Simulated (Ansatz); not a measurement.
`C=C(O)CC=O` + H₂O → `C=C(O)CO` + `C=O`  (formal hydrolysis of a C–C bond)

Calculated with Ansatz (gas phase, PBE0-D4/def2-TZVP geometries, no zero-point term in ΔE). CCSD(T)/CBS adds triple-zeta CCSD(T) − MP2 to the extrapolated MP2 energy (def2 sets, frozen cores). This one scheme is used for every species. Functionals use def2-TZVPP. B3LYP here is the variant with VWN-RPA as its local correlation; programs differ in this. One conformer a species, not always the lowest.

```csv
level,ΔE (kJ/mol),difference from CCSD(T)/CBS
r2SCAN-D4,76.0,-3.2
B3LYP-D4,71.4,-7.8
ωB97X-V,71.2,-8.0
PBE,71.4,-7.8
PBE0,74.2,-5.0
SCS-MP2/def2-TZVPP,75.0,-4.2
CCSD(T)/def2-TZVPP,74.2,-5.0
HF/def2-QZVPP,68.2,-11.0
MP2/def2-QZVPP,85.0,5.8
HF/CBS(def2),68.3,-10.9
CCSD(T)/CBS,79.2,0
```

Largest T1 diagnostic among the species: 0.015.

In def2-TZVPP, CCSD(T) changes the Hartree–Fock value by +6.5 kJ/mol (the triples alone add +0.5 kJ/mol) and MP2 by +14.3 kJ/mol. The D4 term adds +3.6 kJ/mol with B3LYP and +2.1 kJ/mol with PBE0; it sums over pairs of atoms, weighted by their polarisabilities, and B3LYP, whose exchange is more repulsive, gets the larger term.
